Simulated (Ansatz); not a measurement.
# C3H4: the cost of one run

Method: the levels named in each step, in Ansatz 0.2.0.

### 1 The system as given

Bond lengths: C1–C2 1.196 Å, C2–C3 1.445 Å, C1–H4 1.049 Å, C3–H5 1.089 Å, C3–H6 1.091 Å, C3–H7 1.089 Å. Angles: C1–C2–C3 179.5°, C2–C1–H4 179.8°, C2–C3–H5 110.1°, C2–C3–H6 109.7°, C2–C3–H7 110.0°, H5–C3–H6 109.0°, H5–C3–H7 109.1°, H6–C3–H7 108.9°.

Structure file:

```xyz
7

C     1.3439   -0.0658   -0.1275
C     0.1545   -0.0117   -0.0132
C    -1.2827    0.0656    0.1207
H     2.3866   -0.1171   -0.2269
H    -1.7273    0.4127   -0.8108
H    -1.6838   -0.9206    0.3588
H    -1.5466    0.7568    0.9202
```

### 2 A rough first relaxation, PBE-D4/def2-SVP

This run stands in another session on the same molecule. It ended at:

```xyz
7

C     1.3774   -0.0670   -0.1309
C     0.1619   -0.0104   -0.0146
C    -1.2866    0.0639    0.1217
H     2.4519   -0.1206   -0.2329
H    -1.7611    0.4175   -0.8174
H    -1.7200   -0.9287    0.3642
H    -1.5789    0.7650    0.9311
```

### 3 Relaxation, r2SCAN-D4/def2-TZVPP

The input, input.yaml:

```yaml
crystal:
  periodic: [false, false, false]
  atoms:
    - { symbol: C, position_ang: [1.37743849, -0.06702885, -0.13086269] }
    - { symbol: C, position_ang: [0.16190527, -0.01037672, -0.01455073] }
    - { symbol: C, position_ang: [-1.28655064, 0.06394917, 0.12171807] }
    - { symbol: H, position_ang: [2.45192423, -0.12062167, -0.23293397] }
    - { symbol: H, position_ang: [-1.76108389, 0.41748969, -0.8173813] }
    - { symbol: H, position_ang: [-1.72003238, -0.92869666, 0.36424184] }
    - { symbol: H, position_ang: [-1.57894109, 0.76504504, 0.93106877] }
basis:
  gaussian: { orbitals: def2-TZVPP }
hamiltonian:
  xc: r2scan
  dispersion: d4
relax:
  f_tol: 0.002
  max_steps: 150
```

On the command line:

```console
ansatz run input.yaml --threads 4 --pin off --max-ram 10240MiB --backend cpu --events-out ev --progress --plain --runs-dir out
```

What time and memory should one allow on 4 threads of Arm Neoverse V1, shared host?

About 9.4 s, with a peak of 0.23 GiB.
